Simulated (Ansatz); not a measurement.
Calculated with Ansatz (gas phase, PBE0-D4/def2-TZVP geometries, no zero-point term in ΔE). CBS: def2 TZ/QZ extrapolation, frozen cores. Functionals use def2-TZVPP. Triplets are unrestricted, without spin–orbit coupling. One conformer a species, not always the lowest.

Consider the formal loss of a carbene: `FCCCl` → `FCCl` + `[CH2]` (triplet).

CCSD(T)/CBS gives +440.7 kJ/mol.

**Question.** Another level gave +413.5 kJ/mol. Which?
A. PBE0/def2-TZVPP
B. HF/def2-TZVPP
C. r2SCAN/def2-TZVPP
D. SCS-MP2/def2-TZVPP

**Answer.** C. r2SCAN 413.5, HF/def2-TZVPP 300.0, PBE0 431.3, SCS-MP2/def2-TZVPP 444.2 kJ/mol.

Largest T1 diagnostic among the species: 0.011.

The D4 term adds +8.4 kJ/mol with B3LYP and +4.4 kJ/mol with PBE0; it sums over pairs of atoms, weighted by their polarisabilities, and B3LYP, whose exchange is more repulsive, gets the larger term. From PBE to PBE0 (25 % exact exchange), in def2-TZVPP and without D4, ΔE moves by −5.0 kJ/mol.

B3LYP here is the variant with VWN-RPA as its local correlation; programs differ in this.
